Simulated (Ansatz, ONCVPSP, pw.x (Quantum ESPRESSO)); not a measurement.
**pw.x on fcc Hf: one setting changed**

Potential: optimised norm-conserving Vanderbilt (ONCV), ONCVPSP 4.0.1.1 (patched build), PBEsol; core [Kr] 4d10 4f14, reference 5s2 5p6 5d2 6s1 6p1; waves: 5s+6s: rc 1.95 bohr, ncon 3, nbas 6, qcut 7.4 1/bohr, 2 projectors; 5p+6p: rc 2.55 bohr, ncon 4, nbas 7, qcut 4.3 1/bohr, 2 projectors; 5d: rc 3.20 bohr, ncon 3, nbas 7, qcut 5.1 1/bohr, 2 projectors, debl 1.4 Ha; local part: polynomial inside 1.30 bohr (lpopt 5, dvloc0 4 Ha); core correction: Teter function, fcfact 5.25, rcfact 1.

The reference run (k-mesh 13³, cutoffs 50/200 Ry, Fermi–Dirac 0.01 Ry, mixing_beta 0.4, conv_thr 1e-9, no spin) gives -0.79 GPa at 21.622 Å³/atom, where all-electron LAPW gives 0.13 GPa. This run, with its own iteration cap, changes startingwfc to random.

```
&control
  calculation='scf', prefix='x', pseudo_dir='./', outdir='./tmp', tstress=.true., disk_io='none'
/
&system
  ibrav=0, nat=1, ntyp=1, ecutwfc=50, ecutrho=200, nbnd=14,
  occupations='smearing', smearing='fd', degauss=0.01
/
&electrons
  conv_thr=1e-09, mixing_beta=0.4, electron_maxstep=60, startingwfc='random'
/
ATOMIC_SPECIES
Hf 1.0 Hf.UPF
CELL_PARAMETERS angstrom
  0.00000000 2.21116910 2.21116910
  2.21116910 0.00000000 2.21116910
  2.21116910 2.21116910 0.00000000
ATOMIC_POSITIONS crystal
Hf 0.0000 0.0000 0.0000
K_POINTS automatic
13 13 13 0 0 0
```

```bash
pw.x < Hf.scf.in > Hf.scf.out
```

How does the run end?

It converges in 6 iterations; the free energy moves by +0.0 meV/atom and the pressure by +0.00 GPa. The result is that of the reference run.

```
Message from routine setup:
     using ibrav=0 with symmetry is DISCOURAGED, use correct ibrav instead
     lattice parameter (alat)  =       5.9093  a.u.
     unit-cell volume          =     145.9125 (a.u.)^3
     number of electrons       =        12.00
     number of Kohn-Sham states=           14
     kinetic-energy cutoff     =      50.0000  Ry
     charge density cutoff     =     200.0000  Ry
     scf convergence threshold =      1.0E-09
     Exchange-correlation= PBESOL
     number of k points=    84  Fermi-Dirac smearing, width (Ry)=  0.0100
     iteration #  1     ecut=    50.00 Ry     beta= 0.40
     total energy              =    -103.43599258 Ry
     estimated scf accuracy    <       0.03508685 Ry
     iteration #  2     ecut=    50.00 Ry     beta= 0.40
     total energy              =    -103.43469319 Ry
     estimated scf accuracy    <       0.00649714 Ry
     iteration #  3     ecut=    50.00 Ry     beta= 0.40
     total energy              =    -103.43552400 Ry
     estimated scf accuracy    <       0.00020794 Ry
     iteration #  4     ecut=    50.00 Ry     beta= 0.40
     total energy              =    -103.43553398 Ry
     estimated scf accuracy    <       0.00000023 Ry
     iteration #  5     ecut=    50.00 Ry     beta= 0.40
     total energy              =    -103.43553418 Ry
     estimated scf accuracy    <       0.00000005 Ry
     iteration #  6     ecut=    50.00 Ry     beta= 0.40
     the Fermi energy is    14.9491 ev
!    total energy              =    -103.43553418 Ry
     estimated scf accuracy    <          9.0E-10 Ry
     smearing contrib. (-TS)   =      -0.00638568 Ry
     The total energy is F=E-TS. E is the sum of the following terms:
     one-electron contribution =     -20.12103498 Ry
     hartree contribution      =      13.39081759 Ry
     xc contribution           =     -17.69695611 Ry
     ewald contribution        =     -79.00197500 Ry
     convergence has been achieved in   6 iterations
          total   stress  (Ry/bohr**3)                   (kbar)     P=       -7.88
     Message from routine punch:
     Nothing written, as per user request (disk_io='none')
```

The run took about 23 s on one core of a shared host (Neoverse-N1, 64 threads, 124 GiB, load 54).
